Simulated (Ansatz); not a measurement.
A nudged elastic band was laid between two geometries of AlFH2O + H2 (7 atoms, charge 0, multiplicity 1).

The calculation used RKS PBE0/def2-SVP in Ansatz.

```
movable images  : 5
climbing image  : yes
spring          : 5.0 eV/Å²
optimiser       : quadratic models (default)
start path      : through a guess of the saddle point
force threshold : 0.03 eV/Å
iteration limit : 60
end points      : relaxed
```

Image 0:

```xyz
7
Properties=species:S:1:pos:R:3
Al -0.110 -0.206 0.062
F 0.004 -0.674 1.663
O 1.259 -0.285 -0.933
H 2.147 -0.534 -0.674
H -1.507 0.094 -0.579
H 0.226 2.041 0.614
H 0.160 1.695 1.293
```

Image 6:

```xyz
7
Properties=species:S:1:pos:R:3
Al 0.040 0.413 -0.179
F -0.023 0.081 1.867
O 1.582 -0.141 -0.662
H 1.757 -0.936 -1.167
H -1.301 -0.238 -0.715
H 0.077 1.922 0.420
H 0.045 1.031 1.882
```

Q: What changes between the two ends?

A: Bonds broken: H6–H7. Bonds formed: Al1–H6, F2–H7. AlFH2O + H2 becomes AlFH4O.

Q: Give the energies along the band, and the barrier.

A: The run converged. The highest image is number 5 of 0 to 6, 122.7 kJ/mol above the first end and 2.3 kJ/mol above the last; the last end lies 120.4 kJ/mol above the first. A vibrational analysis at the climbing image gives one clearly imaginary mode, 449i cm⁻¹: a first-order saddle point. The orbitals stay closed-shell, which can raise the energy where a bond breaks towards radicals; this wasn't checked here.

```tsv
image	path coordinate (Å)	energy (kJ/mol)	H6–H7 (Å)	Al1–H6 (Å)	F2–H7 (Å)
0	0.00	0.0	0.77	2.34	2.40
1	0.60	7.0	0.77	2.25	2.64
2	1.20	6.8	0.77	2.23	2.61
3	1.80	6.8	0.77	2.26	2.20
4	2.40	39.9	0.81	1.97	1.65
5	3.00	122.7	1.25	1.69	1.04
6	3.39	120.4	1.71	1.62	0.95
```

Q: What is the geometry of the highest image?

A: 
```xyz
7
Properties=species:S:1:pos:R:3
Al 0.034 0.301 -0.079
F -0.024 0.106 1.866
O 1.577 -0.175 -0.611
H 1.794 -0.866 -1.237
H -1.327 -0.195 -0.704
H 0.084 1.845 0.596
H 0.040 1.116 1.615
```

Q: What are the harmonic wavenumbers there?

A: 449i, 180, 267, 421, 500, 522, 677, 827, 881, 1110, 1187, 1673, 1983, 2341, 4005 cm⁻¹.

The run took 3.4 min on 1 thread of Intel(R) Xeon(R) Platinum 8488C (Sapphire Rapids) (shared host), peak memory 0.14 GiB.
